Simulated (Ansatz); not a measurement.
The cluster Mg2Al, relaxed as a quartet with UKS r2SCAN-D4/def2-TZVP in Ansatz, starting from the r2SCAN-D4/def2-TZVP geometry of the neutral doublet. Force threshold 0.02 eV/Å.

At r2SCAN-D4/def2-TZVP a doublet of charge 0 lies 1.04 eV below the quartet, each at its own geometry. The structure comes from a short search, and lower isomers may exist.

Start:

```xyz
3

Al   -0.4955   -1.3627    0.3933
Mg    1.6775    0.1170   -0.3504
Mg   -1.1820    1.2457   -0.0429
```

(1) Estimate the energy that the relaxation releases and the steps that it takes.

(2) Does the start keep its bonding and symmetry?

(3) Predict the relaxed structure.

## Answers

(1) 0.18 eV, in 5 steps; 29 s on 4 threads of AMD EPYC 7B13 on a shared host. No frequencies were taken in this run, so the end may be a saddle point.

(2) By distances, no bond broke or formed. The bond that changes most is Mg2–Mg3, from 3.09 to 2.71 Å (atoms count from 1). Point group C2v at the start, C2v at the end, both within 0.05 Å.

(3) 
```csv
atom,x (Å),y (Å),z (Å)
Al1,-0.5683,-1.5616,0.4508
Mg2,1.5397,0.2848,-0.3604
Mg3,-0.9714,1.2768,-0.0905
```
Bond lengths (bridged metal pairs left out): 2 × Al–Mg 2.92 Å; 1 × Mg–Mg 2.71 Å.
